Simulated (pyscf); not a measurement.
9 silicon, germanium or tin steps of one kind (four-centre exchange, closed-shell): barrier in kJ/mol, from the separated reactants or the lowest minimum found. Single points on ωB97X-D3(BJ)/def2-SVP structures (PySCF, gas phase). MP2 and CC: frozen core, UHF for open shells. ΔMP2 is the change of the MP2 total energy from the triple- to the quadruple-zeta basis. Functionals in def2-TZVP; the last column is CCSD(T)/def2-TZVPP + ΔMP2(QZVPP). Rows were drawn at random from the steps of this kind and element class whose saddle was verified and whose references are stable, among light species with clean single-reference diagnostics.

```json
[
 {"step": "`[CH3][SiH3]` + `[ClH]` -> `[CH4]` + `[SiH3][Cl]`", "PBE": "143.7", "B3LYP-D3(BJ)": "162.5", "M06-2X": "160.5", "CCSD(T)": "176.1"},
 {"step": "`[CH3][SiH2][Cl]` + `[ClH]` → `[CH4]` + `[Cl][SiH2][Cl]`", "PBE": "130.7", "B3LYP-D3(BJ)": "152.6", "M06-2X": "149.5", "CCSD(T)": "166.7"},
 {"step": "`[CH3][SiH]` [singlet] + `[ClH]` → `[CH4]` + `[SiH][Cl]` [singlet]", "PBE": "[?]", "B3LYP-D3(BJ)": "13.1", "M06-2X": "12.0", "CCSD(T)": "29.3"},
 {"step": "`[OH][PH2]` + `[SiH4]` -> `[PH3]` + `[OH][SiH3]`", "PBE": "121.5", "B3LYP-D3(BJ)": "141.9", "M06-2X": "145.6", "CCSD(T)": "153.5"},
 {"step": "`[SiH3][SiH3]` + `[OH2]` → `[OH][SiH3]` + `[SiH4]`", "PBE": "[?]", "B3LYP-D3(BJ)": "160.3", "M06-2X": "161.4", "CCSD(T)": "177.8"},
 {"step": "`[NH2][SiH2][OH]` + `[ClH]` -> `[NH2][SiH2][Cl]` + `[OH2]`", "PBE": "42.8", "B3LYP-D3(BJ)": "53.1", "M06-2X": "51.2", "CCSD(T)": "61.8"},
 {"step": "`[CH3][Si][CH3]` [singlet] + `[ClH]` → `[CH4]` + `[CH3][Si][Cl]` [singlet]", "PBE": "-4.9", "B3LYP-D3(BJ)": "17.2", "M06-2X": "17.0", "CCSD(T)": "33.1"},
 {"step": "`[NH]=[SiH][Cl]` + `[FH]` -> `[NH]=[SiH][F]` + `[ClH]`", "PBE": "9.3", "B3LYP-D3(BJ)": "26.4", "M06-2X": "23.0", "CCSD(T)": "39.9"},
 {"step": "`[CH3][Si][Cl]` [singlet] + `[ClH]` → `[CH4]` + `[Cl][Si][Cl]` [singlet]", "PBE": "11.4", "B3LYP-D3(BJ)": "35.0", "M06-2X": "34.7", "CCSD(T)": "52.3"}
]
```

**Question.** Fill in the missing entries.

**Answer.** 
- `[CH3][SiH]` [singlet] + `[ClH]` → `[CH4]` + `[SiH][Cl]` [singlet], PBE: -13.4
- `[SiH3][SiH3]` + `[OH2]` → `[OH][SiH3]` + `[SiH4]`, PBE: 141.5

Differences from the last column (kJ/mol): PBE: mean -34.2, median -35.9, mean size 34.2, lower in 9 of 9; B3LYP-D3(BJ): mean -14.2, median -14.1, mean size 14.2, lower in 9 of 9; M06-2X: mean -15.1, median -16.4, mean size 15.1, lower in 9 of 9. PBE is closest for row 6 (18.9 kJ/mol apart) and farthest for row 3 (42.7 kJ/mol). PBE, r²SCAN and M06-2X carry no added dispersion term. The last column is a level with limits of its own. Each barrier is that of the saddle found. The CCSD(T) − MP2 part came from Ansatz, without density fitting, on the same reference.
